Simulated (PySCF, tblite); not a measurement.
Isomers of C5H9 (doublet state), one GFN2-xTB conformer each. Single-point energies are computed at B3LYP/pcH-1 (PySCF, gas phase, no added dispersion term), electronic only. GFN2-xTB treats the open shell by occupation alone, and not every SCF solution was tested for stability.

Question: Rank them by B3LYP/pcH-1 energy, lowest first (kcal/mol).
A. `[CH2:1][CH2:2][CH:3]1[CH2:4][CH2:5]1` (doublet state) with H–C1–C2–C3 31° and -153°, C1–C2–C3–C4 -83°
B. `[CH2:1]=[C:2][CH2:3][CH2:4][CH3:5]` (doublet state) with C1–C2–C3–C4 3°, C2–C3–C4–C5 -179°

Answer: B (0.0), A (1.4).

As drawn, the higher has a three-membered ring, which the lower lacks. Neighbours under 5.0 kcal/mol apart (C=[C]CCC and [CH2]CC1CC1) can change places with a better method, another conformer or zero-point energy. GFN2-xTB itself gives, in the same order: 6.0, 0.0. GFN2-xTB puts [CH2]CC1CC1 lowest instead.

Question: What happens when harmonic zero-point energies from GFN2-xTB frequencies are added?

Answer: 
```tsv
SMILES	ZPE (kcal/mol)	electronic (kcal/mol)	with ZPE (kcal/mol)
C=[C]CCC	75.6	0.0	0.0
[CH2]CC1CC1	75.7	1.4	1.5
```

The zero-point energies span 0.1 kcal/mol. The order is unchanged.

Question: As an exercise, what shares would exp(−E/RT) give at 1000 K from these electronic energies alone (no entropy, no degeneracies)?

Answer: RT = 1.987 kcal/mol: C=[C]CCC 66.4 %, [CH2]CC1CC1 33.6 %.
